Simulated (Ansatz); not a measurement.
## [H···H···CH2], triplet: reading a ladder of total energies

All five atoms lie in one plane.

Geometry: a point of a hydrogen-transfer path between rigid fragments, not a stationary point.

```csv
atom,x (Å),y (Å),z (Å)
H,-2.1747,0.0000,0.0000
H,-1.2057,0.0000,0.0000
C,0.1833,0.0000,0.0000
H,0.5978,0.0000,0.9962
H,0.5978,0.0000,-0.9962
```

Basis cc-pVTZ; Ansatz 0.2.0. Only valence electrons are correlated (noble-gas cores frozen), which leaves 8 electrons in 85 orbitals. Prefix R: restricted or restricted open-shell reference; prefix U: unrestricted.

Full CI isn't at hand for all of this; UCCSDT(Q) serves as the reference, and is uncertain by about the last step of the cluster series.

Runs differ by some tens of microhartree through their thresholds and, for an open shell, their frozen cores, so steps under 0.03 kcal/mol mean nothing.

```csv
level,total energy (hartree)
UHF,-40.039098
UMP2,-40.201332
UCCSD,-40.228906
UCCSD(T),-40.234192
UCCSDT,-40.234881
UCCSDT(Q),-40.235038
```

Task: What is the correlation energy at UCCSDT(Q), and what share of it do UMP2 and UCCSDT recover?

Result: E(corr) = -40.235038 − (-40.039098) = -0.195940 hartree = -5.332 eV. UMP2: -0.162234 / -0.195940 = 82.80 %. UCCSDT: -0.195783 / -0.195940 = 99.92 %.

Task: By how many kcal/mol does UCCSD(T) miss UCCSDT(Q) (1 hartree = 627.509 kcal/mol), and which steps make up the rest?

Result: -40.234192 − (-40.235038) = 0.000846 hartree = 0.53 kcal/mol. Steps: UCCSDT − UCCSD(T) = -0.43, UCCSDT(Q) − UCCSDT = -0.10 kcal/mol. That is within 1 kcal/mol of the reference in this basis, which itself misses far more of the correlation at the basis-set limit.
